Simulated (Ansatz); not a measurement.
Na3Sb (P6₃/mmc, No. 194)

Method: PBEsol in Ansatz (PAW).

Settings: plane-wave cutoff 520 eV, 6×6×4 k mesh (along the axes of the cell as run), Fermi–Dirac smearing 0.01 eV, scalar-relativistic PAW data made under PBE.

Cell: measured lattice: a = 5.355 Å, b = 5.355 Å, c = 9.496 Å, α = 90.00°, β = 90.00°, γ = 120.00°.

- band gap: 0.39 eV

Measured, for comparison: band gap 1.1 eV (temperature not stated, not corrected to a static lattice, compiled measured gap; kind and temperature not stated; as tabulated in Kothakonda et al. (2022), arXiv:2208.02841).

Note: cell and atoms aren't relaxed at this level (pressure -0.4 GPa).

Spin–orbit coupling is not included; with these elements it can move the gap by several tenths of an eV or more.

Computed values are for the static lattice.

Computing time: around 60 core-seconds (rough).

Ansatz is a first-principles code.
